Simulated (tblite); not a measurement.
# C2H5NS2: the cost of one run

Programs: tblite 0.8.0 and PySCF 2.14.0. All values are calculated, for the isolated system unless a continuum is named. Atoms count from 0, parts from 1.

## 1. The system as given

10 atoms, charge 0, multiplicity 1; geometry: rigid parts in contact. Parts: 1 = atoms 0–2, `S=C=S`, charge 0; 2 = atoms 3–9, `CN`, charge 0.

## 2. Docking the parts with GFN2-xTB

What the job is given:

```
{"job": {"kind": "dock", "xc": "GFN2-xTB", "basis": "xTB"}, "charge": 0, "multiplicity": 1, "parts": [{"atoms": "0-2", "charge": 0, "multiplicity": 1}, {"atoms": "3-9", "charge": 0, "multiplicity": 1}]}
S     -1.528039    -0.259851    -0.006088
C      0.000006    -0.000078    -0.000073
S      1.528033     0.259928     0.006161
C     -0.097658    -2.735217     2.352764
N     -0.525256    -1.349980     2.443133
H     -0.901429    -3.317935     1.903976
H      0.166320    -3.194044     3.316747
H      0.772043    -2.787676     1.698770
H      0.209398    -0.782140     2.852387
H     -1.340806    -1.273263     3.042106
```

Method: GFN2-xTB search for minima from random contacts, gas phase.

The run is started by

```
> OMP_NUM_THREADS=1 python cluster_run.py task.json out
```

The driver reads the jobs from task.json and runs them one after another.

Q: Estimate the wall time of this first job on 1 thread of AMD EPYC, shared host.

About 2.1 s.
